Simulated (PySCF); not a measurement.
## Complete the spectrum of CH2N2

CH2N2.
SMILES: `NC#N`

Theory: TDDFT CAM-B3LYP/aug-cc-pVTZ, vertical, gas phase, core orbitals frozen in the response in PySCF 2.14.0, density-fitted response routines. Geometry: PBE0-D3(BJ)/def2-TZVP; no solvent, vibrations or thermal averaging.

Orbital energies (eV): HOMO-3 -13.25, HOMO-2 -11.89, HOMO-1 -11.06, HOMO -9.49, LUMO -0.30, LUMO+1 0.59, LUMO+2 1.40.

Lowest singlets, with some entries withheld (?).

| state | λ (nm) | f | main configurations (H = HOMO, L = LUMO) |
| --- | --- | --- | --- |
| S1 | 200.5 | 0.0027 | H→L (88%) |
| S2 | 188.5 | 0.0004 | H→L+5 (73%), H→L+1 (17%) |
| S3 | 161.4 | 0.0001 | H→L+1 (73%), H→L+5 (14%), H→L+10 (10%) |
| S4 | 156.0 | 0.025 | H→L+2 (26%), H-1→L (14%), H→L+9 (14%) |
| S5 | 155.9 | 0.012 | H-1→L (71%) |
| S6 | ? | 0.036 | H→L+2 (56%), H-1→L+5 (11%), H→L+9 (11%) |
| S7 | ? | 0.026 | H→L+3 (73%), H-1→L+5 (10%) |
| S8 | ? | 0.012 | H→L+4 (81%) |
| S9 | ? | 0.0050 | H-1→L+9 (62%), H-1→L+8 (16%) |
| S10 | ? | 0.017 | H-2→L (81%), H-2→L+2 (13%) |

(1) What stands in place of each question mark?

(2) What is the mean static polarisability from the same response equations?

(3) How far apart are S5 and S8, in eV and cm⁻¹?

(4) Where do the lowest triplets lie (Tamm–Dancoff)?

Answers

(1) 
- S6: λ = 152.5 nm
- S7: λ = 147.5 nm
- S8: λ = 138.1 nm
- S9: λ = 137.3 nm
- S10: λ = 136.8 nm

(2) 26.7 au (3.95 Å³), with principal values 20.6, 21.4 and 38.0 au.

(3) 8.976 − 7.952 = 1.024 eV, or about 8260 cm⁻¹.

(4) T1 5.95 eV, H→L (82%); T2 6.15 eV, H→L+5 (74%), H→L+1 (11%); T3 6.47 eV, H-1→L+5 (53%), H→L+9 (18%); T4 6.98 eV, H→L+9 (41%), H-1→L+5 (25%), H→L+8 (11%). E(S1) − E(T1) = +0.24 eV.
